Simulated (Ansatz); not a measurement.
**CH₅AlS: small, medium and large basis sets**

The task here is to estimate one member of a computed series from the others.

Method: one geometry, several basis sets; program: Ansatz 0.2.0, Gaussian basis.

The runs, in order: PBE0-D4/def2-SVP; ωB97M-V/def2-SVP; PBE0-D4/def2-QZVPP; ωB97M-V/def2-QZVPP; the functionals' def2-TZVPP values are taken from earlier runs.

## Structure used throughout

All runs share one geometry, relaxed beforehand with PBE0-D4 in a triple-zeta def2 set.

8 atoms, charge 0, spin multiplicity 1.

Atoms are counted from 1 here; the program's logs count them from 0.

Bond lengths: Al1–C2 1.957 Å, Al1–S3 2.479 Å, Al1–H4 1.586 Å, Al1–H5 1.584 Å, C2–S3 1.857 Å, C2–H6 1.087 Å, C2–H7 1.090 Å, S3–H8 1.344 Å. Angles: C2–Al1–S3 47.7°, C2–Al1–H4 117.5°, C2–Al1–H5 117.9°, S3–Al1–H4 106.9°, S3–Al1–H5 111.5°, H4–Al1–H5 124.5°, Al1–C2–S3 81.0°, Al1–C2–H6 126.7°, Al1–C2–H7 117.4°, S3–C2–H6 109.9°, S3–C2–H7 104.8°, H6–C2–H7 109.9°, Al1–S3–C2 51.3°, Al1–S3–H8 88.9°, C2–S3–H8 97.3°.

The first run:

Input file in.yaml:

```yaml
crystal:
  periodic: [false, false, false]
  atoms:
    - {symbol: Al, position_ang: [-0.711239, 0.452925, -0.803461]}
    - {symbol: C, position_ang: [0.552543, 0.405804, 0.690596]}
    - {symbol: S, position_ang: [0.938436, -1.244904, -0.067859]}
    - {symbol: H, position_ang: [-2.151297, -0.168302, -0.565934]}
    - {symbol: H, position_ang: [-0.252233, 1.167188, -2.140188]}
    - {symbol: H, position_ang: [0.309293, 0.282254, 1.742425]}
    - {symbol: H, position_ang: [1.471650, 0.982221, 0.587305]}
    - {symbol: H, position_ang: [-0.064953, -1.934185, 0.501215]}
basis:
  gaussian: {orbitals: def2-SVP}
hamiltonian: {xc: pbe0, dispersion: d4}
output: {orbitals: {seedname: orbitals}}
```

Run with:

```console
ansatz run in.yaml --threads 2 --pin off --events-out ev --progress --plain --max-ram 4352MiB
```

Steps of the session up to this table: PBE0-D4 in def2-SVP; ωB97M-V in def2-SVP; PBE0-D4 in def2-QZVPP; ωB97M-V in def2-QZVPP.

One of the session's tables, all rows but one given; the rest of the session is left out.

```
functional       basis  HOMO (eV)
   PBE0-D4    def2-SVP      -7.19
   PBE0-D4  def2-TZVPP          ?
   PBE0-D4  def2-QZVPP      -7.19
   ωB97M-V    def2-SVP      -9.31
   ωB97M-V  def2-TZVPP      -9.34
   ωB97M-V  def2-QZVPP      -9.35
```

**Question.** Estimate the row for PBE0-D4, def2-TZVPP.

The run gave: HOMO (eV): -7.18. In the column «HOMO (eV)» it is the highest.
